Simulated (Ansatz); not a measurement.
Total energies of C3H5O2, SMILES `[CH2]OC(C)=O` radical.

```xyz
10

C    -0.133   -1.495    1.343
O     0.284   -0.336    0.779
C    -0.258    0.025   -0.418
C     0.320    1.322   -0.880
O    -1.079   -0.635   -0.986
H     0.332   -1.720    2.287
H    -0.874   -2.088    0.832
H     0.126    2.101   -0.141
H    -0.122    1.595   -1.835
H     1.404    1.232   -0.981
```

The species carries charge 0 and has multiplicity 2. Geometry: relaxed with PBE0-D4/def2-TZVP. Basis def2-TZVPP, Ansatz.

RPA on PBE orbitals: Hartree–Fock energy of these orbitals -266.25163 Eh, correlation -1.49202 Eh (frozen core).

```csv
functional,energy without D4 (Eh),D4 term (kJ/mol)
LDA (SPW92),-265.66952,–
PBE,-267.52297,-15.4
revPBE,-267.75470,-55.9
BLYP,-267.76099,-35.0
B97M-V,-267.78874,–
B3LYP,-267.83893,-24.5
r2SCANh,-267.67827,-4.0
r2SCAN0,-267.65611,-4.4
HSE06 (plane-wave form),-267.51793,-11.7
BHLYP,-267.68562,-16.5
CAM-B3LYP,-267.72213,-12.7
LC-ωPBE,-267.66735,–
B2PLYP,-267.62909,–
PBE-QIDH,-267.48747,–
```

Task: Give the same for r2SCAN, PBE0, ωB97X-V, ωB97M-V. (An estimate is asked.)

Result: Computed: 
```tsv
functional	energy without D4 (Eh)	D4 term (kJ/mol)
r2SCAN	-267.69395	-3.9
PBE0	-267.53141	-12.8
ωB97X-V	-267.74586	–
ωB97M-V	-267.73268	–
```

B3LYP takes the VWN-RPA correlation (the form of Gaussian; ORCA's B3LYP/G). HSE06 is the plane-wave form, built on full-range PBE exchange. The double hybrids freeze the cores in their second-order part.

LC-ωPBE has ω = 0.4 bohr⁻¹.
